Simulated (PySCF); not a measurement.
# AlB: a composite coupled-cluster calculation

State: ³Σ⁻, triplet, unpaired electrons π ↑↑. De refers to Al + B. ROHF-based CCSD(T) in PySCF 2.14 with Al cc-pV(T+d)Z, B cc-pVTZ and Al cc-pV(Q+d)Z, B cc-pVQZ (frozen core orbitals: 6; no relativity). Correlation energies are extrapolated as n⁻³ (n = 3, 4), Hartree–Fock as (n+1)·exp(−9√n). CV is the change on freezing 1 orbitals instead, in Al cc-pwCVTZ, B cc-pwCVTZ. SR is the spin-free X2C energy in Al cc-pVTZ-DK, B cc-pVTZ-DK less the non-relativistic one in Al cc-pVTZ, B cc-pVTZ.

```tsv
Level	Re (Å)	ωe (cm⁻¹)	ωexe (cm⁻¹)	αe (cm⁻¹)	De (eV)
CCSD(T)/TZ	2.0467	604.2	4.57	0.00523	1.823
CCSD(T)/QZ	2.0391	611.3	4.69	0.00530	1.883
HF/CBS	2.0803	563.8	4.09	0.00516	0.880
MP2/CBS	2.0372	615.7	4.31	0.00508	1.808
CCSD/CBS	2.0402	609.7	4.51	0.00521	1.678
CCSD(T)/CBS	2.0354	615.9	4.72	0.00529	1.923
CCSD(T)/CBS+CV	2.0275	618.5	4.74	0.00534	1.942
CCSD(T)/CBS+CV+SR	2.0273	617.6	4.74	0.00535	1.938
```

**Question.** How much is left between CCSD(T)/QZ and the basis-set limit, and how much do the triples give at the limit?

**Answer.** CCSD(T)/CBS less CCSD(T)/QZ: -3.7 mÅ in Re, +4.6 cm⁻¹ in ωe and +0.040 eV in De. CCSD(T)/CBS less CCSD/CBS: -4.8 mÅ in Re, +6.2 cm⁻¹ in ωe and +0.245 eV in De.

**Question.** What do the later terms add?

**Answer.** CV: -7.9 mÅ in Re, +2.6 cm⁻¹ in ωe and +0.019 eV in De; SR: -0.2 mÅ in Re, -0.9 cm⁻¹ in ωe and -0.004 eV in De, each against the row above.

The T1 diagnostic is 0.066, large enough to doubt a single reference. The state was picked by a PBE0 search and need not be the measured ground state. Spin–orbit coupling, excitations beyond (T) and corrections to the Born–Oppenheimer picture are left out.

The whole job (state search and all basis sets along the bond) took about 15 min on 4 threads of Arm Neoverse V2 (shared host), peak memory 9.3 GiB.
